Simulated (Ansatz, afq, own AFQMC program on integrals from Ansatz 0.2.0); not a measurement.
## Where AFQMC and coupled cluster stand for CH3Ge⁺, triplet

```xyz
5

Ge   -0.0108    0.0322    0.3104
C     0.0505   -0.0625   -1.5712
H     0.3508   -1.4726    0.6524
H    -0.4009   -0.9037   -2.0971
H     0.2255    0.8044   -2.2040
```

Connectivity, by distances: GeH–CH2.

Basis cc-pVTZ. Only valence electrons are correlated. AFQMC by an in-house program on the Cholesky factors that Ansatz 0.2.0 writes for its CCSD(T) run. The CISD trial takes its coefficients from CCSD amplitudes. Released means that phaseless walkers are propagated on without the constraint, phases kept. Uncertainties: one standard error, sampling alone. No spin–orbit coupling.

Determinant: UHF, the one that the program's search chose, which needn't be the lowest solution. The geometry is a PBE0/def2-TZVP stationary point of this or a neighbouring charge and spin state.

No full CI on the walks' own integrals is used here. The released AFQMC energy serves as the reference, which it does only where one determinant dominates, the energy is flat over the last release times and near the phaseless one (40 meV or 2 meV an electron, half that with transition metals). On small molecules, where full CI could be run and the noise was under 10 meV, such values lay within 10 meV of it in 19 cases of 20, a flattering rate, since the rule was set on those same cases; what remains of the bias isn't in the error bar.

Cautions: no relativity below Rb; no spin-orbit coupling; inner d shell frozen; another spin lies lower; the released value is read at 2.40 1/Eh (meV from the phaseless value at times in 1/Eh: -5 ± 4 at 0.24, -12 ± 4 at 0.51, -23 ± 5 at 0.99, -12 ± 6 at 1.62, -13 ± 7 at 2.40).

The T1 diagnostic is 0.0231, the weight of the determinant in the CISD state is 0.886 and the ⟨S²⟩ of the determinant is 2.020. The size of the correlated space is 10 electrons in 100 orbitals.

Reference: AFQMC with the constraint released, correlation energy -6.846 ± 0.007 eV.

| level | E − E(reference) (kJ/mol) | share of correlation (%) |
| --- | --- | --- |
| HF | 660.6 ± 0.7 | 0.00 |
| MP2 | 107.8 ± 0.7 | 83.69 |
| CCSD | 26.5 ± 0.7 | 95.99 |
| CCSD(T) | 3.6 ± 0.7 | 99.46 |
| ph-AFQMC/CISD | 1.3 ± 0.9 | 99.81 |

Released energies are given only where the last usable release times agree within the noise; a slower fall can still hide under it.
